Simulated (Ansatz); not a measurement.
We consider CsCl-type TlBr, described by PBE (Ansatz, a quantum-chemistry and plane-wave program, plane waves, PAW).

Run with plane-wave cutoff 520 eV, 6×6×6 k mesh, scalar-relativistic PAW data made under PBE.

Cell (relaxed at this level):

```cif
data_BrTl
_chemical_formula_sum 'Tl1 Br1'
_space_group_name_H-M_alt 'P 1'
_space_group_IT_number 1
_cell_length_a 4.05282
_cell_length_b 4.05282
_cell_length_c 4.05282
_cell_angle_alpha 90.000
_cell_angle_beta 90.000
_cell_angle_gamma 90.000
loop_
_space_group_symop_operation_xyz
  'x, y, z'
loop_
_atom_site_label
_atom_site_type_symbol
_atom_site_fract_x
_atom_site_fract_y
_atom_site_fract_z
_atom_site_occupancy
Tl1 Tl 0.00000 0.00000 0.00000 1
Br1 Br 0.50000 0.50000 0.50000 1
```

Problem. Predict the elastic constant C44, elastic constant C11, Young modulus and elastic constant C12.

Solution. 
* **elastic constant C44**: 5.23 GPa
* **elastic constant C11**: 35.8 GPa
* **Young modulus**: 19.6 GPa
* **elastic constant C12**: 11.7 GPa

Elastic constants are with the ions relaxed.

Spin–orbit coupling is not included; it can shift volumes and moduli of such heavy elements.
